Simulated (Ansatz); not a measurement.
# Reading a saddle point

A first-order saddle point of SiH₃O, doublet, PBE0-D4/def2-TZVP, with one imaginary mode of 1528i cm⁻¹:

```
5
angstrom
H -1.1953 -0.6739 -0.1482
Si 0.0983 0.1974 0.0884
O -0.0071 -1.2290 -0.6618
H 0.7414 0.2787 1.4259
H 0.3628 1.4269 -0.7041
```

Program: Ansatz 0.2.0. Basis: def2-TZVPP and def2-QZVPP. Cores are frozen in the correlated methods; orbitals are unrestricted. Extrapolation: Hartree–Fock as exp(−7.88 √X), correlation as X^−2.97.

Q: Which contacts change along the imaginary mode, and what lies on either side? (A judgement: the text doesn't fix the answer.)

A: Computed: The step is SiH₃O ([O][SiH3]) → SiH₃O ([OH][SiH2]). Shortening one way: H1–O3; lengthening the same way: H1–Si2.
| pair | one side (Å) | saddle (Å) | other side (Å) |
| --- | --- | --- | --- |
| H1–O3 | 2.43 | 1.41 | 0.96 |
| H1–Si2 | 1.49 | 1.58 | 2.26 |

Q: Which side is lower, and how far does the saddle lie above each? (An estimate is asked for; the value comes from the calculation.)

A: The calculation gives: The side with H1–O3 short is lower by 1.256 eV; the saddle lies 2.067 eV above it and 0.811 eV above the other (CCSD(T) at an estimated basis limit (MP2 extrapolated from triple and quadruple zeta, plus CCSD(T) − MP2 in triple zeta); electronic energies).

The T1 diagnostic stays at or below 0.029. ⟨S²⟩ of the unrestricted Hartree–Fock references: 0.75 to 0.79 (a pure state has 0.75).

Labels in which every atom is bracketed show which atoms are joined, not bond orders.

For scale, one of the runs: CCSD(T)/def2-TZVPP, 115 basis functions, launched by `ansatz run in.yaml --threads 2 --pin off --events-out ev --progress --plain --max-ram 4352MiB`. The run took 15 s on 2 CPU threads of an Arm Neoverse V1 (shared host), with 0.89 GiB of host memory at its peak.
